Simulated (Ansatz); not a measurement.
Fluorite CaF2: PBE at its full settings (plane-wave cutoff 520 eV, 10×10×10 k mesh, Fermi–Dirac smearing 0.01 eV, scalar-relativistic PAW data made under PBE) and at cheaper ones, in a cell of 3 atoms with Γ-centred meshes.

```tsv
level and setting	lattice parameter a (Å)	bulk modulus B0 (GPa)
PBE (Ansatz)	5.511	77.5
PBE (Γ point alone) (Ansatz)	5.295	78.3
PBE (2×2×2 k mesh) (Ansatz)	5.519	77.5
PBE (4×4×4 k mesh) (Ansatz)	5.511	77.5
PBE (6×6×6 k mesh) (Ansatz)	5.511	77.5
PBE (Fermi-Dirac smearing of 0.3 eV) (Ansatz)	5.511	77.5
```

Largest shifts from the full settings: lattice constant a -3.92 % (PBE (Γ point alone)), against a difference of +0.82 % of the full result from the reference 5.466 Å (measured, temperature not stated, no zero-point or thermal correction; as tabulated in Råsander and Moram (2015), arXiv:1505.02379); bulk modulus +1.0 % (PBE (Γ point alone)), against a difference of -6.6 % of the full result from the reference 83 GPa (measured, temperature not stated, no zero-point or thermal correction, sources range from 81.0 to 84.0; as tabulated in On the Morphology of Group II Metal Fluoride Nanocrystals at Finite Temperature …).

Ansatz's density-functional and Hartree–Fock values are scalar-relativistic unless marked +SOC, with PAW data made under PBE.

Run with cheap settings on purpose, which may leave them unconverged: PBE (2×2×2 k mesh), PBE (4×4×4 k mesh), PBE (6×6×6 k mesh), PBE (Fermi-Dirac smearing of 0.3 eV), PBE (Γ point alone).

Ansatz is a program for electronic structure.
